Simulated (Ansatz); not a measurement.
A nudged elastic band was laid between two geometries of CH$_{6}$AlN (9 atoms, charge 0, multiplicity 1).

All numbers below come from RHF/def2-SVPD (Ansatz 0.2.0).

```yaml
movable_images: 5
climbing_image: yes
spring: 5.0 eV/Å²
optimiser: quadratic models (default)
start_path: IDPP
force_threshold: 0.05 eV/Å
iteration_limit: 60
end_points: relaxed
```

Image 0:

```xyz
9
Properties=species:S:1:pos:R:3
C -0.774 0.898 -0.897
Al 0.597 -0.348 -0.241
N 0.560 -0.928 1.442
H -1.444 0.404 -1.609
H -0.328 1.744 -1.430
H -1.396 1.305 -0.095
H 1.772 -0.887 -1.156
H 1.220 -1.566 1.839
H -0.118 -0.668 2.130
```

Image 6:

```xyz
9
Properties=species:S:1:pos:R:3
C -1.201 0.392 -0.783
Al 0.399 -0.582 -0.186
N 1.313 -0.034 1.240
H -1.023 0.886 -1.744
H -1.518 1.163 -0.075
H -2.048 -0.284 -0.937
H 0.944 -1.868 -0.931
H 2.137 -0.477 1.592
H 1.085 0.759 1.806
```

Q: Which bonds break or form, and what moves?

A: No bond is made or broken. The dihedral H5–C1–Al2–N3 goes from 132 to -9°. The two ends are copies of one structure, up to a mirror image or an exchange of like atoms.

Q: Give the energies along the band, and the barrier.

A: The forces met the threshold. The highest image is number 3 of 0 to 6, 0.6 kJ/mol above the ends, which have the same energy within 2 meV. The top lies less than 8 meV above the higher end, about what the thresholds resolve: the motion is nearly free. A vibrational analysis at the climbing image gives one clearly imaginary mode, 53i cm⁻¹: a first-order saddle point.

```json
{"image": "0", "path coordinate (Å)": "0.00", "energy (kJ/mol)": "0.0", "dihedral H5–C1–Al2–N3 (°)": "132"}
{"image": "1", "path coordinate (Å)": "0.64", "energy (kJ/mol)": "0.0", "dihedral H5–C1–Al2–N3 (°)": "107"}
{"image": "2", "path coordinate (Å)": "1.27", "energy (kJ/mol)": "0.4", "dihedral H5–C1–Al2–N3 (°)": "82"}
{"image": "3", "path coordinate (Å)": "1.91", "energy (kJ/mol)": "0.6", "dihedral H5–C1–Al2–N3 (°)": "58"}
{"image": "4", "path coordinate (Å)": "2.50", "energy (kJ/mol)": "0.4", "dihedral H5–C1–Al2–N3 (°)": "35"}
{"image": "5", "path coordinate (Å)": "3.09", "energy (kJ/mol)": "0.0", "dihedral H5–C1–Al2–N3 (°)": "14"}
{"image": "6", "path coordinate (Å)": "3.69", "energy (kJ/mol)": "0.0", "dihedral H5–C1–Al2–N3 (°)": "-9"}
```

Q: What is the geometry of the highest image?

A: 
```xyz
9
Properties=species:S:1:pos:R:3
C -1.028 0.608 -0.876
Al 0.407 -0.584 -0.248
N 1.078 -0.352 1.386
H -1.337 0.388 -1.901
H -0.713 1.656 -0.845
H -1.919 0.533 -0.243
H 1.019 -1.754 -1.119
H 1.808 -0.894 1.802
H 0.773 0.354 2.027
```

The run took 78 s on 2 threads of AMD EPYC 7571 (shared host), peak memory 0.24 GiB.
